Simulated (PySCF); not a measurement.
Species: Cc-HOCH2CO radical, C2H3O2 (doublet state).
Atom-mapped SMILES: `[O:1]=[C:2][CH2:3][OH:4]` (hydrogens: H5, H6 on C3; H7 on O4)

Structure used (PBE0-D3(BJ)/def2-SVP), in Å, numbered top down from 1:
```
atom  x, y, z in Å
O1     1.5869   -1.0800    0.3121
C2     1.2324    0.0352    0.1585
C3    -0.1836    0.4977   -0.1027
O4    -1.0630   -0.5132   -0.4594
H5    -0.1577    1.2498   -0.9066
H6    -0.4686    1.0463    0.8219
H7    -0.9124   -1.2650    0.1262
```

The hyperfine couplings belong to this conformer and change with its torsions.

Method: PySCF 2.14.0, UKS B3LYP, IGLO-III on C O, pcH-1 on H, non-relativistic, mean-field spin-orbit, GIAO. Geometry: PBE0-D3(BJ)/def2-SVP, one conformer, isolated molecule. No stability test was run, so a lower SCF solution isn't excluded.

(1) Break the g tensor into its mass correction, gauge correction and orbital-Zeeman/spin–orbit terms.

(2) How much does each term add to the isotropic shift?

(3) What effective moment and Curie constant follow for a powder?

(4) In a frozen sample, at which fields do the three g values resonate at 9.5, 34, 94 and 263 GHz (hyperfine left aside), and which band first spreads them over more than twice a line width of 0.5 mT?

## Answers

(1) 
| Δg (ppt) | 1 | 2 | 3 |
| --- | --- | --- | --- |
| relativistic mass correction | -0.23 | -0.23 | -0.23 |
| gauge correction | 0.05 | 0.02 | -0.06 |
| orbital Zeeman/spin–orbit | -5.76 | -0.05 | 3.08 |
| total | -5.94 | -0.27 | 2.79 |

So g = 1.99638, 2.00205, 2.00511 and g_iso = 2.00118; the tensor is rhombic: the two nearest values differ by 35 % of g3 − g1. Axes: g1 points within 14° of the O1–C2 bond.

(2) The orbital-Zeeman/spin–orbit term -0.91, the mass correction -0.23 and the gauge correction 0.00 ppt, for a total of -1.14 ppt. The orbital-Zeeman/spin–orbit term is the largest in size. The mass correction is the same along every axis, so the anisotropy comes from the other two: their spans along these axes are 0.11 (gauge) and 8.84 ppt (orbital Zeeman/spin–orbit).

(3) With the mean of g² = 4.0047 and S(S+1) = 0.75: μ_eff = √(⟨g²⟩S(S+1)) = 1.733 μB and χT = 0.12505·⟨g²⟩·S(S+1) = 0.376 cm³ K/mol (cgs; spin-Hamiltonian part alone).

(4) 
```csv
band,GHz,B(g3) mT,B(g2) mT,B(g1) mT,spread mT
X,9.5,338.51,339.03,339.99,1.48
Q,34.0,1211.52,1213.37,1216.81,5.30
W,94.0,3349.48,3354.60,3364.13,14.64
J,263.0,9371.43,9385.74,9412.40,40.97
```

The spread grows in proportion to the frequency. X band is the first where it exceeds 1.0 mT.

The largest Mulliken spin populations are on C2 (+0.64), O1 (+0.23) and C3 (+0.09).

The HOMO–LUMO gaps are 4.76 eV among the α and 6.22 eV among the β orbitals.

Hardware: one thread of an Intel Xeon Platinum 8259CL at 2.50 GHz, on a shared host. Cost: 18 s (with the writing of density and orbital grids), 0.61 GiB resident at most.
